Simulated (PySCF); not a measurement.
**C: ionisation energy**

C [He] 2s2 2p2 (3P) → C⁺ [He] 2s2 2p1 (2P), as a difference of total energies. All numbers are calculated (PySCF 2.14, the non-relativistic Hamiltonian (point nucleus), in 6-31G* (3s2p1d, 14 functions)). Correlated levels: valence: 1s2 frozen. The calculations carry no spin-orbit coupling.

| method | ionisation energy (eV) |
| --- | --- |
| UHF | 10.718 |
| B3LYP | 11.402 |
| LDA | 11.513 |
| MP2 (valence) | 10.940 |
| SCS-MP2 (valence) | 10.830 |
| CCSD (valence) | 10.794 |
| CCSD(T) (valence) | 10.799 |

**Question.** How much does correlation contribute at CCSD(T) (valence)?

**Answer.** 10.799 − (10.718) = 0.081 eV, measured against UHF.

Errors of the correlated levels include the incompleteness of this basis and the frozen core.

For comparison: 11.262 eV (measured; NIST levels, between the centres of gravity of the two terms).
